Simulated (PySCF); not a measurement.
## Partial charges of `C=C(F)CF`

Species: C₃H₄F₂.
Atom-mapped SMILES: `[CH2:1]=[C:2]([F:3])[CH2:4][F:5]` (hydrogens: H6, H7 on C1; H8, H9 on C4)

Structure used (GFN2-xTB), in Å, numbered top down from 1:
```xyz
9
C3H4F2 angstrom
C      1.348   -0.182    0.371
C      0.310    0.357   -0.233
F      0.456    1.423   -1.055
C     -1.129   -0.057   -0.149
F     -1.281   -1.132    0.679
H      1.214   -1.027    1.019
H      2.339    0.207    0.231
H     -1.504   -0.344   -1.139
H     -1.741    0.761    0.251
```

Density: PBE0/pcSseg-1 (PySCF); schemes: Mulliken, IAO, Hirshfeld and ESP-fitted. One conformer (not necessarily the lowest) at the GFN2-xTB geometry, without solvent, vibrations or thermal averaging.

Q: What partial charge does each atom carry?

A: In e:

```csv
atom,environment,Mulliken,IAO,Hirshfeld,ESP-fitted
C1,terminal =CH2 carbon,-0.199,-0.383,-0.136,-0.651
C2,vinylic C–F carbon,+0.060,+0.281,+0.082,+0.373
F3,vinyl fluorine,-0.282,-0.277,-0.086,-0.211
C4,sp3 C–F carbon,+0.206,+0.023,+0.024,-0.036
F5,alkyl fluorine,-0.324,-0.314,-0.101,-0.202
H6,vinylic hydrogen,+0.140,+0.179,+0.052,+0.244
H7,vinylic hydrogen,+0.136,+0.173,+0.055,+0.248
H8,methylene hydrogen,+0.132,+0.159,+0.055,+0.117
H9,methylene hydrogen,+0.132,+0.159,+0.055,+0.118
```

Mean size of the charges over all atoms: ESP-fitted 0.244 e, IAO 0.216 e, Mulliken 0.179 e, Hirshfeld 0.072 e. Each set sums to the total charge, 0, to within 0.001 e. The Hirshfeld scheme divides the density at each point in proportion to the densities of the neutral, spherically averaged free atoms.

Lowest charge. The schemes don't all agree: Mulliken F5 (-0.324); IAO C1 (-0.383); Hirshfeld C1 (-0.136); ESP-fitted C1 (-0.651).

Highest charge. The schemes don't all agree: Mulliken C4 (+0.206); IAO C2 (+0.281); Hirshfeld C2 (+0.082); ESP-fitted C2 (+0.373).

Q: How closely do the schemes follow one another over all atoms?

A: Correlation coefficient and root-mean-square difference: IAO with Hirshfeld 0.99, 0.161 e; IAO with ESP-fitted 0.94, 0.112 e; Hirshfeld with ESP-fitted 0.93, 0.226 e; Mulliken with Hirshfeld 0.90, 0.130 e; Mulliken with IAO 0.88, 0.116 e; Mulliken with ESP-fitted 0.70, 0.212 e.

Q: Sum the charges by element.

A: 
```tsv
element	atoms	Mulliken	IAO	Hirshfeld	ESP-fitted
C	3	+0.067	-0.079	-0.030	-0.314
F	2	-0.606	-0.590	-0.188	-0.413
H	4	+0.539	+0.670	+0.217	+0.727
```
